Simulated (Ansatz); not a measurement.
# B3LYP/6-31G(d) (spherical functions) run of C2HCl2F (SMILES FC=C(Cl)Cl)

Wanted: the energy of C2HCl2F. 

The results are computed with Ansatz 0.2.0.

66 further runs of the same task are left out: 66 set aside as unsound or not needed. Runs told in other sessions of the task aren't counted.

**1. The molecule**

C2HCl2F has 6 atoms, charge 0, and is taken as a singlet. SMILES: `FC=C(Cl)Cl`. The shape is that of a PBE0-D4/def2-TZVP optimisation.

Bond lengths: F1–C2 1.325 Å, C2–C3 1.326 Å, C3–Cl4 1.703 Å, C3–Cl5 1.711 Å, C2–H6 1.082 Å. Angles: F1–C2–C3 121.8°, C2–C3–Cl4 122.7°, C2–C3–Cl5 120.2°, Cl4–C3–Cl5 117.2°, F1–C2–H6 114.8°, C3–C2–H6 123.4°.

**2. The energy at B3LYP/6-31G(d) (spherical functions)**

File molecule.yaml:

```yaml
crystal:
  periodic: [false, false, false]
  atoms:
    - {symbol: F, position_ang: [0.369860, -1.453540, 1.016570]}
    - {symbol: C, position_ang: [0.335170, -0.183710, 0.639080]}
    - {symbol: C, position_ang: [-0.249490, 0.193990, -0.489960]}
    - {symbol: Cl, position_ang: [-1.002700, -0.907170, -1.549080]}
    - {symbol: Cl, position_ang: [-0.269610, 1.845290, -0.936840]}
    - {symbol: H, position_ang: [0.816790, 0.505150, 1.320220]}
basis:
  gaussian: {orbitals: 6-31G_st_-spherical.json}
magnetization: {spin_polarized: false}
hamiltonian: {xc: {name: B3LYP}}
accuracy: high
output: {orbitals: {seedname: orbitals}}
```

The basis set 6-31G* is read from a file made from the Basis Set Exchange's data (not shown).

On the command line:

```bash
$ ansatz run molecule.yaml --threads 1 --pin off --max-ram 3480MiB --events-out events.jsonl --progress --plain --runs-dir runs
```

Log:

```text
Warning: RAYON_NUM_THREADS=1 ignored (pool sized by the plan → 1); use --threads N
Functional definition: B3LYP
  name "B3LYP"
  parameter a0 = 0.2
  parameter ax = 0.72
  parameter ac = 0.81
  exchange = (1 - a0 - ax)*slater_x + ax*b88_x + a0*exact_x
  correlation = (1 - ac)*vwn_rpa_c + ac*lyp_c
1764 factors; integrals over basis functions are off by at most 5.3e-9 eV
mean field evaluation 1: about -29849.0768 eV, gradient 2.5e1 eV
mean field evaluation 2: about -29848.8432 eV, gradient 2.7e1 eV
mean field evaluation 4: about -29850.3962 eV, gradient 2.1e0 eV
mean field evaluation 8: about -29850.5813 eV, gradient 3.3e-1 eV
mean field evaluation 16: about -29850.5815 eV, gradient 3.8e-5 eV
mean field -29850.58150389 eV, -1096.9886368170 hartree, gradient 6.1e-8 eV, S^2 0.000000; 0 other end points of the search recorded, 0 dependent functions left out
reference -29850.58153747 eV, -1096.9886380512 hartree; 28, 28 occupied and 52, 52 virtual orbitals, 1764 factors
Total energy: -29850.58153747 eV, -1096.9886380512 hartree
```

Run time: 7.8 s. Hardware: 1 thread of Arm Neoverse V1, shared host; peak memory 0.26 GiB.

**3. What came out**

Level: B3LYP/6-31G* (spherical functions).

```
     quantity           value
 total energy  -1096.98864 Eh
  HOMO energy        -6.96 eV
  LUMO energy        -0.23 eV
HOMO–LUMO gap         6.72 eV
```
